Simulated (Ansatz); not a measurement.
HF ··· HCl

The pair of HF (SMILES F, atoms 1–2) and HCl (SMILES Cl, atoms 3–4), both closed shells, in one local arrangement (a lower one may exist), relaxed at PBE0-D4/def2-TZVP:

```json
{"atom": "F1", "x (Å)": "-0.3725", "y (Å)": "-0.3729", "z (Å)": "-1.1250"}
{"atom": "H2", "x (Å)": "-0.1407", "y (Å)": "0.3297", "z (Å)": "-1.6758"}
{"atom": "Cl3", "x (Å)": "0.4495", "y (Å)": "0.2149", "z (Å)": "1.9823"}
{"atom": "H4", "x (Å)": "0.0637", "y (Å)": "-0.1717", "z (Å)": "0.8185"}
```

Computed with Ansatz 0.2.0 (basis: def2-TZVPPD, with def2-QZVPPD for the basis limit); correlated methods freeze the cores. B3LYP uses VWN-RPA correlation. Extrapolation: Hartree–Fock as exp(−7.88 √X), correlation as X^−2.97. Interaction energies count from these two fragments, frozen as in the pair, with the counterpoise correction; negative means bound.

**Question.** What is the interaction energy by CCSD(T) at an estimated basis limit (MP2 extrapolated from triple and quadruple zeta, plus CCSD(T) − MP2 in triple zeta)? (Judge from chemistry; the value comes from the calculation.)

**Answer.** By the calculation: -11.1 kJ/mol. Hartree–Fock alone gives -6.5 kJ/mol at the basis limit. It counts from the two fragments frozen as in the pair.

The same quantity by other methods in triple zeta, and each one's difference from that estimate:
```tsv
method	E_int (kJ/mol)	difference
PBE-D4	-12.6	-1.5
revPBE-D4	-9.3	1.8
BLYP-D4	-10.5	0.6
r2SCAN-D4	-12.8	-1.7
B97M-V	-12.6	-1.5
PBE0-D4	-12.2	-1.1
B3LYP-D4	-11.4	-0.3
HSE06-D4	-12.3	-1.2
wB97X-V	-11.5	-0.4
wB97M-V	-11.3	-0.2
B2PLYP	-10.2	0.9
HF	-6.5	4.6
MP2	-10.3	0.8
CCSD	-8.9	2.2
CCSD(T)	-9.7	1.4
```
Differences are method less estimate.

**Question.** Which atoms make the shortest contact between the fragments?

**Answer.** F1 and H4, 2.00 Å apart.

Basis-set superposition shift (counterpoise-corrected less uncorrected): CCSD(T) 1.9; MP2 1.8; HF 0.2; PBE0-D4 0.3; wB97M-V 0.2 kJ/mol.

The T1 diagnostic stays at or below 0.011.

For scale, one of the runs: CCSD(T)/def2-TZVPPD, 125 basis functions, launched by `ansatz run in.yaml --threads 2 --pin off --events-out ev --progress --plain --max-ram 5222MiB`. The run took about 2.3 s on 2 CPU threads of an Arm Neoverse V2 (shared host).
